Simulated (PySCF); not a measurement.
How good is the calculation?

Geometry:
```csv
atom,x (Å),y (Å),z (Å)
C1,-1.367,-0.259,0.006
N2,-0.229,0.325,-0.658
P3,1.219,0.284,-0.119
H4,-1.299,-1.352,0.104
H5,-2.265,-0.048,-0.581
H6,-1.542,0.148,1.012
H7,1.907,-0.956,0.067
H8,2.075,0.959,-1.000
H9,1.556,0.879,1.137
```

Published values to compare with: δ 15N N2 -388.8; δ 31P P3 170.7 ppm (CCSD(T)/cc-pVQZ; gas (isolated, no vibration); M. Maurer, PhD thesis, LMU Munich (Maurer, Ochsenfeld, JCTC 2015 SI; set of Flaig et al., JCTC 2014, 10, 572)).

PySCF 2.14 calculation with geometry from PBE0-D3(BJ)/def2-TZVP and GIAO B97-2/pcSseg-2 shieldings; no solvent model, fast rotation and ring inversion assumed for equivalent nuclei, one computed conformer, relativity neglected.

Q: How close does the calculation come?

A: 
Reference values: CCSD(T)/cc-pVQZ (gas (isolated, no vibration); M. Maurer, PhD thesis, LMU Munich (Maurer, Ochsenfeld, JCTC 2015 SI; set of Flaig et al., JCTC 2014, 10, 572)).
```
atoms                      quantity  reference  computed  computed, scaled
   N2  δ 15N vs CH3NO2 (same level)     -388.8         –            -379.5
   P3     δ 31P vs PH3 (same level)      170.7     168.0                 –
```

Computed shifts are σ(ref) − σ with the named reference compound (TMS for H and C) calculated as an isolated molecule at the same level. The measured values may be among those fitted. Shieldings were converted by a linear fit to measured shifts: 31P (scatter 17.1 ppm rms vs H3PO4, solution or neat liquid); 15N (scatter 6.8 ppm rms vs CH3NO2, solution or neat liquid). A few per cent of atoms miss by over 2 rms, more outside the fitted compound classes.
